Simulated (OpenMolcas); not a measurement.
**How basis sets differ on Si2H5O (SMILES [SiH2]O[SiH3])**

Si2H5O: 8 atoms, total charge 0, spin state doublet. SMILES: `[SiH2]O[SiH3]`. The coordinates come from a PBE0-D4/def2-TZVP relaxation. This is one conformer, not always the lowest.

```xyz
8

Si   -1.2812    0.9330   -0.8659
O    -0.3523   -0.2792   -0.2769
Si    0.7650   -0.7230    0.8359
H    -1.9028    0.4581   -2.1336
H    -0.4406    2.1420   -1.1187
H     1.2919   -2.0546    0.4531
H     0.1381   -0.7993    2.1804
H     1.8741    0.2660    0.8698
```

Each level gives the dipole moment (D). The values are calculated.

```csv
level,kind,program,value (D),CPU time
ROHF/ANO-XS-MB (DKH2),Hartree–Fock,OpenMolcas,1.26,7.5 s
UHF/STO-3G,Hartree–Fock,OpenMolcas,0.99,2.9 s
UHF/3-21G,Hartree–Fock,OpenMolcas,1.02,3.6 s
UHF/6-311+G**,Hartree–Fock,OpenMolcas,0.65,26 s
```

The values span 0.65 to 1.26 D. Magnitudes only. Sets without polarisation functions give poor dipoles. Times are those of the runs behind each value, whatever else they computed, on shared processors of several kinds: orders of magnitude only.
